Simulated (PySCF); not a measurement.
## Working out the ionisation energy of Ne

Ne [Ne] (1S) → Ne⁺ [He] 2s2 2p5 (2P). All numbers are calculated (PySCF 2.14, scalar relativity by spin-free X2C-1e, in aug-cc-pVQZ-DK (6s5p4d3f2g, 80 functions)). Frozen: 1s2. Energies in hartree (1 hartree = 27.21139 eV):

| part | Ne (lower) | Ne⁺ (upper) |
| --- | --- | --- |
| UHF | -128.680956 | -127.959141 |
| MP2 opposite-spin | -0.223142 | -0.170260 |
| MP2 same-spin | -0.074432 | -0.051017 |

What does Hartree-Fock give?

(-127.959141) − (-128.680956) = 0.721815 hartree = 19.642 eV.

What do MP2 and SCS-MP2 (6/5 opposite-spin, 1/3 same-spin) give?

The opposite-spin parts differ by 1.439 eV and the same-spin parts by 0.637 eV. MP2: 19.642 + (1.439) + (0.637) = 21.718 eV. SCS-MP2: 19.642 + 1.2 × (1.439) + (0.637)/3 = 21.581 eV.

Measured between the centres of the two terms (NIST): 21.597 eV, so MP2 (valence) is off by 0.121 eV.

What remains against the reference includes basis incompleteness, the frozen core and correlation beyond second order.
